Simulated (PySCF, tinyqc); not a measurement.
Worked calculation (part 2 of 2): CIS and TDHF on RHF in the sto-3g basis, for CH2, spin multiplicity 1. The lowest restricted solution is unstable here: a spin-polarised one lies 0.0296 hartree lower (PySCF). Computed by tinyqc, a small Python program that keeps every step (integrals from PySCF). Command: `OMP_NUM_THREADS=1 python tinyqc.py 22463 22464 out.jsonl` (the two numbers bound the seeds that draw the settings). One thread of a shared host (Intel(R) Xeon(R) Processor @ 2.60GHz), about 0.09 s of CPU time with the checks.

Geometry (angstrom):
```
atom         x          y         z
C     0.000000   0.000000  0.000000
H     0.000000   1.006000  0.668000
H     0.000000  -1.006000  0.668000
```

## CIS singlet states

CIS matrix A, singlet (hartree):
```
           1>5        1>6        1>7        2>5       2>6        2>7       3>5        3>6
1>5  10.429729   0.000000   0.000000   0.056662  0.000000   0.000000  0.000000   0.000000
1>6   0.000000  10.943849   0.000000   0.000000  0.013045   0.000000  0.000000   0.000000
1>7   0.000000   0.000000  10.944811   0.000000  0.000000   0.037465  0.000000  -0.003861
2>5   0.056662   0.000000   0.000000   0.665065  0.000000   0.000000  0.000000   0.000000
2>6   0.000000   0.013045   0.000000   0.000000  1.016465   0.000000  0.000000   0.000000
2>7   0.000000   0.000000   0.037465   0.000000  0.000000   1.025236  0.000000  -0.016523
3>5   0.000000   0.000000   0.000000   0.000000  0.000000   0.000000  0.287713   0.000000
3>6   0.000000   0.000000  -0.003861   0.000000  0.000000  -0.016523  0.000000   0.711680
3>7   0.000000  -0.020613   0.000000   0.000000  0.040577   0.000000  0.000000   0.000000
4>5  -0.031583   0.000000   0.000000  -0.029456  0.000000   0.000000  0.000000   0.000000
4>6   0.000000  -0.019242   0.000000   0.000000  0.048160   0.000000  0.000000   0.000000
4>7   0.000000   0.000000  -0.031844   0.000000  0.000000  -0.004840  0.000000   0.043766

           3>7        4>5        4>6        4>7
1>5   0.000000  -0.031583   0.000000   0.000000
1>6  -0.020613   0.000000  -0.019242   0.000000
1>7   0.000000   0.000000   0.000000  -0.031844
2>5   0.000000  -0.029456   0.000000   0.000000
2>6   0.040577   0.000000   0.048160   0.000000
2>7   0.000000   0.000000   0.000000  -0.004840
3>5   0.000000   0.000000   0.000000   0.000000
3>6   0.000000   0.000000   0.000000   0.043766
3>7   0.854280   0.000000   0.061407   0.000000
4>5   0.000000   0.055126   0.000000   0.000000
4>6   0.061407   0.000000   0.482575   0.000000
4>7   0.000000   0.000000   0.000000   0.540376
```

dipole integrals <i|r|a> (bohr):
```
             x          y          z
1>5   0.091273   0.000000   0.000000
1>6   0.000000   0.000000   0.059374
1>7   0.000000   0.082378   0.000000
2>5   0.743037   0.000000   0.000000
2>6   0.000000   0.000000  -0.172818
2>7   0.000000  -0.285818   0.000000
3>5   0.000000   0.000000   0.000000
3>6   0.000000  -1.066898   0.000000
3>7   0.000000   0.000000  -0.741849
4>5  -0.327974   0.000000   0.000000
4>6   0.000000   0.000000  -0.358889
4>7   0.000000  -0.785259   0.000000
```

Diagonalise A (1 hartree = 27.211386 eV); each vector has its largest component positive (the first on a tie). The transition dipole is mu = sqrt2 sum c_ia <i|r|a>.

singlet excitation energies (eV): 1.459260  7.829071  12.776954  14.415355  18.126540  19.625756  23.149208  27.920630  28.108387  283.818970  297.799882  297.830017

lowest vectors:
```
      state 1   state 2    state 3    state 4    state 5   state 6
1>5  0.002779  0.000000   0.000000   0.000000  -0.005951  0.000000
1>6  0.000000  0.000000   0.001612   0.000000   0.000000  0.000000
1>7  0.000000  0.000000   0.000000   0.002881   0.000000  0.000887
2>5  0.047861  0.000000   0.000000   0.000000   0.998837  0.000000
2>6  0.000000  0.000000  -0.075777   0.000000   0.000000  0.000000
2>7  0.000000  0.000000   0.000000   0.001486   0.000000  0.056368
3>5  0.000000  1.000000   0.000000   0.000000   0.000000  0.000000
3>6  0.000000  0.000000   0.000000  -0.233711   0.000000  0.970780
3>7  0.000000  0.000000  -0.149277   0.000000   0.000000  0.000000
4>5  0.998850  0.000000   0.000000   0.000000  -0.047844  0.000000
4>6  0.000000  0.000000   0.985886   0.000000   0.000000  0.000000
4>7  0.000000  0.000000   0.000000   0.972301   0.000000  0.233257
```

oscillator strengths 2/3 w |mu|^2: 0.006087  0.000000  0.033087  0.186866  0.509406  1.466552

## TDHF (RPA) singlet states

Two-electron integrals over orbitals (pq|rs), unique and non-zero (hartree):
```
(11|11) 3.507913    (21|11) -0.293211   (21|21) 0.039087    (22|11) 0.713521
(22|21) -0.007507   (22|22) 0.538914    (31|31) 0.007184    (32|31) 0.012341
(32|32) 0.138271    (33|11) 0.585995    (33|21) -0.002367   (33|22) 0.501107
(33|33) 0.509070    (41|11) 0.168041    (41|21) -0.019428   (41|22) 0.014341
(41|33) 0.006164    (41|41) 0.026380    (42|11) -0.097005   (42|21) 0.007502
(42|22) 0.019441    (42|33) 0.021713    (42|41) 0.012469    (42|42) 0.079516
(43|31) -0.002459   (43|32) 0.027839    (43|43) 0.035961    (44|11) 0.791928
(44|21) -0.012706   (44|22) 0.495233    (44|33) 0.454285    (44|41) -0.011103
(44|42) -0.087611   (44|44) 0.645573    (51|51) 0.021677    (52|51) 0.023681
(52|52) 0.091198    (53|53) 0.018880    (54|51) -0.013350   (54|52) -0.040620
(54|54) 0.050940    (55|11) 0.851997    (55|21) -0.009300   (55|22) 0.542365
(55|33) 0.471262    (55|41) 0.004883    (55|42) -0.051785   (55|44) 0.573708
(55|55) 0.672833    (61|11) -0.209872   (61|21) 0.030385    (61|22) 0.000841
(61|33) 0.001212    (61|41) -0.004422   (61|42) 0.015287    (61|44) -0.019521
(61|55) -0.005685   (61|61) 0.030499    (62|11) 0.241232    (62|21) -0.005229
(62|22) 0.085659    (62|33) 0.027339    (62|41) 0.014821    (62|42) -0.000826
(62|44) 0.069014    (62|55) 0.124533    (62|61) 0.003692    (62|62) 0.096295
(63|31) 0.001492    (63|32) -0.066338   (63|43) -0.033544   (63|63) 0.084000
(64|11) 0.122200    (64|21) -0.000575   (64|22) 0.037294    (64|33) 0.003642
(64|41) 0.002019    (64|42) -0.017359   (64|44) 0.070227    (64|55) 0.060764
(64|61) 0.000842    (64|62) 0.050895    (64|64) 0.041240    (65|51) 0.015522
(65|52) 0.053487    (65|54) -0.011257   (65|65) 0.041114    (66|11) 0.678985
(66|21) -0.005661   (66|22) 0.524622    (66|33) 0.500998    (66|41) 0.020925
(66|42) 0.053631    (66|44) 0.450322    (66|55) 0.494911    (66|61) 0.007432
(66|62) 0.063492    (66|64) 0.020156    (66|66) 0.560607    (71|31) 0.012092
(71|32) 0.019068    (71|43) -0.004345   (71|63) 0.002090    (71|71) 0.020441
(72|31) 0.009124    (72|32) 0.004123    (72|43) -0.033166   (72|63) 0.045581
(72|71) 0.014390    (72|72) 0.055190    (73|11) 0.252742    (73|21) -0.005756
(73|22) 0.061020    (73|33) 0.025483    (73|41) -0.000534   (73|42) -0.061177
(73|44) 0.119187    (73|55) 0.129659    (73|61) -0.006286   (73|62) 0.074131
(73|64) 0.050998    (73|66) 0.007054    (73|73) 0.120597    (74|31) -0.008458
(74|32) -0.072628   (74|43) 0.003671    (74|63) 0.042178    (74|71) -0.013936
(74|72) -0.009229   (74|74) 0.063943    (75|53) 0.018411    (75|75) 0.022478
(76|31) 0.008041    (76|32) 0.107685    (76|43) 0.040590    (76|63) -0.075827
(76|71) 0.012640    (76|72) -0.023361   (76|74) -0.053136   (76|76) 0.110302
(77|11) 0.735279    (77|21) -0.008686   (77|22) 0.511014    (77|33) 0.508965
(77|41) 0.003972    (77|42) -0.013618   (77|44) 0.515300    (77|55) 0.520672
(77|61) -0.006240   (77|62) 0.044835    (77|64) 0.018231    (77|66) 0.506728
(77|73) 0.065797    (77|77) 0.549353
```

B(ia,jb) = 2 (ia|jb) - (ib|ja); the squared energies are the eigenvalues of (A - B)(A + B); 1 hartree = 27.211386 eV.

TDHF matrix B, singlet (hartree):
```
           1>5        1>6        1>7        2>5       2>6        2>7       3>5       3>6
1>5   0.021677   0.000000   0.000000   0.023681  0.000000   0.000000  0.000000  0.000000
1>6   0.000000   0.030499   0.000000   0.000000  0.003692   0.000000  0.000000  0.000000
1>7   0.000000   0.000000   0.020441   0.000000  0.000000   0.014390  0.000000  0.010466
2>5   0.023681   0.000000   0.000000   0.091198  0.000000   0.000000  0.000000  0.000000
2>6   0.000000   0.003692   0.000000   0.000000  0.096295   0.000000  0.000000  0.000000
2>7   0.000000   0.000000   0.014390   0.000000  0.000000   0.055190  0.000000  0.017031
3>5   0.000000   0.000000   0.000000   0.000000  0.000000   0.000000  0.018880  0.000000
3>6   0.000000   0.000000   0.010466   0.000000  0.000000   0.017031  0.000000  0.084000
3>7   0.000000  -0.014662   0.000000   0.000000  0.102681   0.000000  0.000000  0.000000
4>5  -0.013350   0.000000   0.000000  -0.040620  0.000000   0.000000  0.000000  0.000000
4>6   0.000000   0.000842   0.000000   0.000000  0.050895   0.000000  0.000000  0.000000
4>7   0.000000   0.000000  -0.013936   0.000000  0.000000  -0.009229  0.000000  0.033357

           3>7        4>5       4>6        4>7
1>5   0.000000  -0.013350  0.000000   0.000000
1>6  -0.014662   0.000000  0.000842   0.000000
1>7   0.000000   0.000000  0.000000  -0.013936
2>5   0.000000  -0.040620  0.000000   0.000000
2>6   0.102681   0.000000  0.050895   0.000000
2>7   0.000000   0.000000  0.000000  -0.009229
3>5   0.000000   0.000000  0.000000   0.000000
3>6   0.000000   0.000000  0.000000   0.033357
3>7   0.120597   0.000000  0.059819   0.000000
4>5   0.000000   0.050940  0.000000   0.000000
4>6   0.059819   0.000000  0.041240   0.000000
4>7   0.000000   0.000000  0.000000   0.063943
```

squared energies w^2 (hartree^2): 0.000393  0.082422  0.218447  0.277446  0.432019  0.509501  0.705050  1.028747  1.049470  108.786173  119.768540  119.792749

TDHF energies from the positive w^2 (eV): 0.539189  7.812198  12.718129  14.333096  17.885540  19.423311  22.848647  27.599744  27.876330  283.816419  297.798184  297.828280

## CIS matrix, triplets

orbital energies (hartree): MO1 -11.005496, MO2 -0.792158, MO3 -0.488341, MO4 -0.294079, MO5 0.232875, MO6 0.556339, MO7 0.633711

A(ia,jb) = (e_a - e_i) d_ij d_ab - (ij|ab).

CIS matrix A, triplet (hartree):
```
           1>5        1>6        1>7       2>5        2>6        2>7       3>5        3>6
1>5  10.386374   0.000000   0.000000  0.009300   0.000000   0.000000  0.000000   0.000000
1>6   0.000000  10.882850   0.000000  0.000000   0.005661   0.000000  0.000000   0.000000
1>7   0.000000   0.000000  10.903928  0.000000   0.000000   0.008686  0.000000  -0.008041
2>5   0.009300   0.000000   0.000000  0.482668   0.000000   0.000000  0.000000   0.000000
2>6   0.000000   0.005661   0.000000  0.000000   0.823875   0.000000  0.000000   0.000000
2>7   0.000000   0.000000   0.008686  0.000000   0.000000   0.914855  0.000000  -0.107685
3>5   0.000000   0.000000   0.000000  0.000000   0.000000   0.000000  0.249954   0.000000
3>6   0.000000   0.000000  -0.008041  0.000000   0.000000  -0.107685  0.000000   0.543681
3>7   0.000000  -0.008041   0.000000  0.000000  -0.107685   0.000000  0.000000   0.000000
4>5  -0.004883   0.000000   0.000000  0.051785   0.000000   0.000000  0.000000   0.000000
4>6   0.000000  -0.020925   0.000000  0.000000  -0.053631   0.000000  0.000000   0.000000
4>7   0.000000   0.000000  -0.003972  0.000000   0.000000   0.013618  0.000000  -0.040590

           3>7        4>5        4>6        4>7
1>5   0.000000  -0.004883   0.000000   0.000000
1>6  -0.008041   0.000000  -0.020925   0.000000
1>7   0.000000   0.000000   0.000000  -0.003972
2>5   0.000000   0.051785   0.000000   0.000000
2>6  -0.107685   0.000000  -0.053631   0.000000
2>7   0.000000   0.000000   0.000000   0.013618
3>5   0.000000   0.000000   0.000000   0.000000
3>6   0.000000   0.000000   0.000000  -0.040590
3>7   0.613086   0.000000  -0.040590   0.000000
4>5   0.000000  -0.046754   0.000000   0.000000
4>6  -0.040590   0.000000   0.400096   0.000000
4>7   0.000000   0.000000   0.000000   0.412491
```

## CIS triplet states

Diagonalise A (1 hartree = 27.211386 eV); each vector has its largest component positive (the first on a tie).

triplet excitation energies (eV): -1.408864  6.801595  10.332628  10.893720  13.270406  14.307475  15.936939  23.717914  25.711625  282.627936  296.138838  296.711409

lowest vectors:
```
       state 1   state 2   state 3   state 4    state 5    state 6
1>5   0.000552  0.000000  0.000000  0.000000  -0.000888   0.000000
1>6   0.000000  0.000000  0.001994  0.000000   0.000000   0.000000
1>7   0.000000  0.000000  0.000000  0.000558   0.000000   0.000376
2>5  -0.096454  0.000000  0.000000  0.000000   0.995337   0.000000
2>6   0.000000  0.000000  0.174848  0.000000   0.000000   0.000000
2>7   0.000000  0.000000  0.000000  0.037115   0.000000   0.264351
3>5   0.000000  1.000000  0.000000  0.000000   0.000000   0.000000
3>6   0.000000  0.000000  0.000000  0.298006   0.000000   0.917569
3>7   0.000000  0.000000  0.246545  0.000000   0.000000   0.000000
4>5   0.995337  0.000000  0.000000  0.000000   0.096454   0.000000
4>6   0.000000  0.000000  0.953226  0.000000   0.000000   0.000000
4>7   0.000000  0.000000  0.000000  0.953842   0.000000  -0.296960
```

A negative triplet energy shows that the restricted solution is unstable towards a spin-polarised one.

## TDHF (RPA) triplet states

B(ia,jb) = - (ib|ja); the squared energies are the eigenvalues of (A - B)(A + B); 1 hartree = 27.211386 eV.

TDHF matrix B, triplet (hartree):
```
           1>5        1>6        1>7        2>5        2>6        2>7        3>5        3>6
1>5  -0.021677   0.000000   0.000000  -0.023681   0.000000   0.000000   0.000000   0.000000
1>6   0.000000  -0.030499   0.000000   0.000000  -0.003692   0.000000   0.000000   0.000000
1>7   0.000000   0.000000  -0.020441   0.000000   0.000000  -0.014390   0.000000   0.006286
2>5  -0.023681   0.000000   0.000000  -0.091198   0.000000   0.000000   0.000000   0.000000
2>6   0.000000  -0.003692   0.000000   0.000000  -0.096295   0.000000   0.000000   0.000000
2>7   0.000000   0.000000  -0.014390   0.000000   0.000000  -0.055190   0.000000  -0.074131
3>5   0.000000   0.000000   0.000000   0.000000   0.000000   0.000000  -0.018880   0.000000
3>6   0.000000   0.000000   0.006286   0.000000   0.000000  -0.074131   0.000000  -0.084000
3>7   0.000000  -0.002090   0.000000   0.000000  -0.045581   0.000000   0.000000   0.000000
4>5   0.013350   0.000000   0.000000   0.040620   0.000000   0.000000   0.000000   0.000000
4>6   0.000000  -0.000842   0.000000   0.000000  -0.050895   0.000000   0.000000   0.000000
4>7   0.000000   0.000000   0.013936   0.000000   0.000000   0.009229   0.000000  -0.050998

           3>7        4>5        4>6        4>7
1>5   0.000000   0.013350   0.000000   0.000000
1>6  -0.002090   0.000000  -0.000842   0.000000
1>7   0.000000   0.000000   0.000000   0.013936
2>5   0.000000   0.040620   0.000000   0.000000
2>6  -0.045581   0.000000  -0.050895   0.000000
2>7   0.000000   0.000000   0.000000   0.009229
3>5   0.000000   0.000000   0.000000   0.000000
3>6   0.000000   0.000000   0.000000  -0.050998
3>7  -0.120597   0.000000  -0.042178   0.000000
4>5   0.000000  -0.050940   0.000000   0.000000
4>6  -0.042178   0.000000  -0.041240   0.000000
4>7   0.000000   0.000000   0.000000  -0.063943
```

squared energies w^2 (hartree^2): -0.000466  0.062121  0.129395  0.147981  0.226735  0.263329  0.325322  0.753780  0.887621  107.875077  118.436583  118.894724

TDHF energies from the positive w^2 (eV): 6.782165  9.788367  10.467765  12.957172  13.963683  15.520552  23.625065  25.636844  282.625423  296.137634  296.709846

A + B or A - B has a negative eigenvalue: the restricted solution is unstable towards a spin-polarised one, a negative w^2 means an imaginary energy, and the lowest roots have no physical meaning.
